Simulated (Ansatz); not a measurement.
# Structure relaxation of Si4WC

Computed with DFT PBE, scalar-relativistic, plane waves, PAW in Ansatz 0.2.0.

Si4WC was placed on the sites of a reported MgInCu4 cell (F-43m, No. 216), with W in place of Mg, C in place of In, Si in place of Cu, at a guessed volume.

Input of the last, converged step (default PAW datasets):

```yaml
crystal:
  lattice:
    - [0.0, 3.3987511869, 3.3987511869]
    - [3.3987511869, 0.0, 3.3987511869]
    - [3.3987511869, 3.3987511869, 0.0]
  atoms:
    - { symbol: Si, position: [0.375, 0.875, 0.375] }
    - { symbol: Si, position: [0.375, 0.375, 0.875] }
    - { symbol: Si, position: [0.375, 0.375, 0.375] }
    - { symbol: Si, position: [0.875, 0.375, 0.375] }
    - { symbol: W, position: [0.0, 0.0, 0.0] }
    - { symbol: C, position: [0.75, 0.75, 0.75] }
basis:
  ecutwfc: 420
kpoints:
  mp_grid: { grid: [10, 10, 10] }
hamiltonian:
  xc: pbe
scf:
  occupations: { method: gaussian, width: 0.1 }
output:
  forces: true
  stress: true
  eigenvalues: true
  write_density: true
  write_potential: true
  elf: true
  volumetric_format: npy
relax:
  adjacent_minimum: "off"
  f_tol: 0.01
  max_steps: 80
  cell: { stress_tol: 0.05 }
```

Launched as:

```bash
ansatz run input.yaml --threads 1 --pin off --max-ram 2560MiB --backend cpu --events-out ev --progress --plain --runs-dir out
```

Time: 45 s on 1 thread of Arm Neoverse V1 (shared host), peak memory 0.38 GiB.

End of the output:

```
SCF converged after 8 iterations
Free energy (F): -13171.679367 eV
Harris-Foulkes:  -13171.679367 eV  (|F-HF|=1.82e-12)
Internal energy: -13171.665658 eV  (E = F + TS)
E sigma→0 (E₀):  -13171.672513 eV
Entropy (-TS):   -0.013710 eV (-2.285 meV/atom)
Fermi energy:    13.844457 eV
--- Per-component energies (eV) ---
  E_band       = -69.172684
  E_kinetic    = 700.991218
  E_local      = -1105.189916  (includes V_loc(G=0)·N_el)
  E_nonlocal   = 131.460681
  E_hartree    = 415.964824
  E_xc         = -538.922343
  E_vxc        = -489.649115  (∫ρ·V_xc dr)
  E_paw        = -10710.179776  (= ΣΔE_a)
  E_vpaw       = -138.715161  (= ΣTr[D̂ρ^β])
  E_aug_tail   = -0.000039  (compensation charges beyond the density's cutoff)
  E_ewald      = -2065.790307
  E_smearing   = -0.013710  (= −TS)
  E_closure    =  0.000000  (closes the sum)
  Σ components = -13171.679367   (vs F -13171.679367, Δ=0.00e0)
--- Forces (eV/Å), atoms counted from 1 ---
  atom   1  Si     0.00255110    -0.00255110     0.00255110
  atom   2  Si     0.00255110     0.00255110    -0.00255110
  atom   3  Si    -0.00255110    -0.00255110    -0.00255110
  atom   4  Si    -0.00255110     0.00255110     0.00255110
  atom   5  W      0.00000000     0.00000000     0.00000000
  atom   6  C      0.00000000     0.00000000     0.00000000
  max |Σ_I F_I| component: 2.67e-16 eV/Å
--- Stress (GPa, compression-positive) ---
        0.035514       0.000000       0.000000
        0.000000       0.035514       0.000000
        0.000000       0.000000       0.035514
  P = ⅓ Tr σ = 0.0355 GPa (0.355 kbar)
--- Relaxed structure (3 steps of the walk, 3 accepted, 1 SCFs on fresh bases) ---
  F+E_penalty+E_count = -13171.67936744 eV   max|allowed force component| = 2.551e-3 eV/Å   (the final SCF, on the basis selected at the relaxed cell)
  cell:  # Å, volume = 78.2619 Å³
    - [0.000000, 3.395003, 3.395003]
    - [3.395003, 0.000000, 3.395003]
    - [3.395003, 3.395003, 0.000000]
  atoms:
    - { symbol: Si, position: [0.376272, 0.871184, 0.376272] }
    - { symbol: Si, position: [0.376272, 0.376272, 0.871184] }
    - { symbol: Si, position: [0.376272, 0.376272, 0.376272] }
    - { symbol: Si, position: [0.871184, 0.376272, 0.376272] }
    - { symbol: W, position: [0.000000, 0.000000, 0.000000] }
    - { symbol: C, position: [0.75, 0.75, 0.75] }
```

Total energies depend on the potentials used, so only differences within one code and one set of settings carry meaning.

The result has space group F-43m (No. 216). Si is coordinated by 6 Si at 2.38–2.43 Å, 3 C at 2.81 Å and 3 W at 2.82 Å; W has 12 Si at 2.82 Å and 4 C at 2.94 Å; C is coordinated by 12 Si at 2.81 Å and 4 W at 2.94 Å.

Against the elements it lies at 1.22 eV/atom. The zero of energy is the elements' standard structures at the same level; no fitted shifts are applied.

For metals, differences of a few meV/atom aren't resolved. Spin–orbit coupling is left out.

A structure relaxed within its symmetry needn't be a true minimum.